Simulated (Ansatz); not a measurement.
We consider zinc-blende BeTe, described by Hartree–Fock (Ansatz, an electronic-structure program, PAW).

Run with plane-wave cutoff 460 eV, 8×8×8 k mesh, Fermi–Dirac smearing 0.01 eV, scalar-relativistic PAW data made under PBE.

Results at a series of volumes:

```json
[
 {"V (Å³/atom)": "22.829", "E − E_lowest (meV/atom)": "11.51", "P (GPa)": "3.24"},
 {"V (Å³/atom)": "23.429", "E − E_lowest (meV/atom)": "2.66", "P (GPa)": "1.52"},
 {"V (Å³/atom)": "23.898", "E − E_lowest (meV/atom)": "0.00", "P (GPa)": "0.31"},
 {"V (Å³/atom)": "24.631", "E − E_lowest (meV/atom)": "2.49", "P (GPa)": "-1.37"},
 {"V (Å³/atom)": "25.232", "E − E_lowest (meV/atom)": "9.90", "P (GPa)": "-2.57"}
]
```

**Question.** Fit the third-order Birch–Murnaghan equation and give B0 and B′.

**Answer.** V0 = 24.027 Å³/atom, B0 = 57.5 GPa, B′ = 3.7 (fit to the energies at full precision).

Measured, for comparison: bulk modulus 67 GPa (room temperature, no zero-point or thermal correction; as tabulated in Elmahjoubi et al. (2023), arXiv:2303.01780); equilibrium volume per atom 22.26 Å³/atom (temperature not stated, no zero-point or thermal correction; as tabulated in Bernardini et al. (2000), arXiv:cond-mat/0007180). Computed (rounded) less measured: bulk modulus -14 %, equilibrium volume per atom +8.0 %.

Spin–orbit coupling is not included.

Computed values are for the static lattice.
